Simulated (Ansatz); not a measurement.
# B2+ (quartet): RPA-PBE over a scan of the distance B1–B2, cc-pVTZ

How well do these functionals follow the top wave-function level for B2+ (quartet) over a scan of the distance B1–B2?

Computed with Ansatz 0.2.0, Gaussian basis. Level: cc-pVTZ, all electrons in the functionals, frozen cores in the correlation of double hybrids and RPA.

Plan: RPA-PBE, at 1.281 Å; 1.479 Å; 1.628 Å; 1.811 Å; 1.938 Å; 2.296 Å; 2.553 Å; 3.012 Å; 3.592 Å; 4.444 Å; 5.557 Å.

29 further runs of the same task are left out: 8 for a known fault of the program, 15 that didn't finish, 6 set aside as unsound or not needed. Runs told in other sessions of the task aren't counted.

## (1) The system

The geometry derives from a PBE0/def2-TZVP stationary point (not a proven minimum). One bond is set to the value named and the two fragments are kept rigid.

2 atoms, charge 1, spin multiplicity 4.

Atoms are counted from 1 here; the program's logs count them from 0.

Bond lengths: B1–B2 1.628 Å.

No dispersion term is added.

The geometry shown and the zero of energy belong to the point 1.628 Å. The yardstick, FCI, and other wave-function levels (R restricted, U unrestricted, valence and pair active spaces) come from earlier runs.

## (2) RPA-PBE, 1.281 Å

Contents of in.yaml:

```yaml
crystal:
  periodic: [false, false, false]
  atoms:
    - {symbol: B, position_ang: [0.000000, 0.000000, 0.000000]}
    - {symbol: B, position_ang: [0.000000, 0.000000, 1.281000]}
basis:
  gaussian: {orbitals: cc-pVTZ}
total_charge: 1
magnetization: {spin_polarized: true, initial_magnetization: 3}
hamiltonian: {xc: {name: PBE}}
correlation: {method: rpa, electrons: outside_noble_gas}
```

Command:

```bash
ansatz run in.yaml --threads 1 --pin off --events-out ev --progress --plain --max-ram 2393MiB
```

After this run come: RPA-PBE, 1.479 Å; RPA-PBE, 1.628 Å; RPA-PBE, 1.811 Å; RPA-PBE, 1.938 Å; RPA-PBE, 2.296 Å; RPA-PBE, 2.553 Å; RPA-PBE, 3.012 Å; RPA-PBE, 3.592 Å; RPA-PBE, 4.444 Å; RPA-PBE, 5.557 Å.

**Question.** What will the summary of the whole plan be? Wanted: span of the FCI curve; largest miss, RPA-PBE.

As calculated:

| quantity | value |
| --- | --- |
| span of the FCI curve | 4.511 eV |
| largest miss, RPA-PBE | -1.629 eV (5.557 Å) |

What this shows: RPA-PBE strays by up to 1.629 eV, at 5.557 Å. Functionals and the yardstick converge differently with the basis, so part of each miss in cc-pVTZ is the basis.
